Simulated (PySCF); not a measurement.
# LiSi+: bond curves at several levels of theory

One table from this session's results is given with a row withheld; the runs are named, their logs left out.

Program: PySCF 2.14.0. Level of theory: Li 3-21G, Si 3-21G, no relativity. These are calculated values, not measurements.

Set-up of the first run:

The job is set up so:

```
atoms                         : Li, Si
charge                        : 1
basis                         : Li 3-21G, Si 3-21G
Hamiltonian                   : no relativity
basis functions               : 22
electrons treated             : 16
masses in u                   : 7.0160, 27.9769
levels                        : PBE0, PBE, r²SCAN, M06-2X, B97-3, r²SCAN0, ωB97X, HF, MP2, SCS-MP2, CCSD, CCSD(T)
grid                          : 80 radial by 434 angular points
occupations                   : held fixed by the projection of orbital angular momentum
dissociation limit            : Li+ + Si, each in its ground configuration
starting distance in angstrom : 2.500
values of 2S to try           : 0, 2
```

Steps of the session up to this table: Input; First curve: PBE0; Higher solutions at PBE0; PBE; r²SCAN; M06-2X (hybrid meta-GGA); B97-3 (global hybrid GGA); r²SCAN0 (hybrid meta-GGA); ωB97X (range-separated hybrid); UHF (mean field); MP2 and coupled cluster.

One table of the session follows, with a row left open; its other results are not shown here.

Energy (eV) from each level's lowest point:

```
R (Å)    UHF  UHF-MP2  UHF-SCS-MP2  UHF-CCSD  UHF-CCSD(T)
2.454  0.187    0.178        0.177       n/a          n/a
2.568  0.088    0.081        0.080     0.082        0.081
2.682  0.031    0.027        0.026     0.027        0.027
2.767  0.009    0.007        0.006     0.007        0.007
2.853  0.000    0.000        0.000     0.000        0.000
2.939  0.002    0.004        0.004     0.004        0.004
3.053      ?        ?            ?         ?            ?
3.195  0.051    0.059        0.060     0.060        0.060
3.366  0.104    0.115        0.117     0.118        0.119
3.595  0.183    0.200        0.203       n/a          n/a
```

Q: Estimate the row for R (Å) = 3.053 from the others.

Worked estimate for «UHF». A straight line through the neighbours (2.939, 0.002) and (3.195, 0.051) gives 0.002 + (0.051 − 0.002) × (3.053 − 2.939) / (3.195 − 2.939) = 0.024; a parabola fitted to 4 rows on both sides gives 0.019.

The run gave: UHF: 0.017; UHF-MP2: 0.022; UHF-SCS-MP2: 0.023; UHF-CCSD: 0.023; UHF-CCSD(T): 0.023. In «UHF» the line misses by +0.007 and the parabola by +0.002.

State 3 has its PBE0 minimum 0.47 eV higher. The other levels ran on the lowest alone.
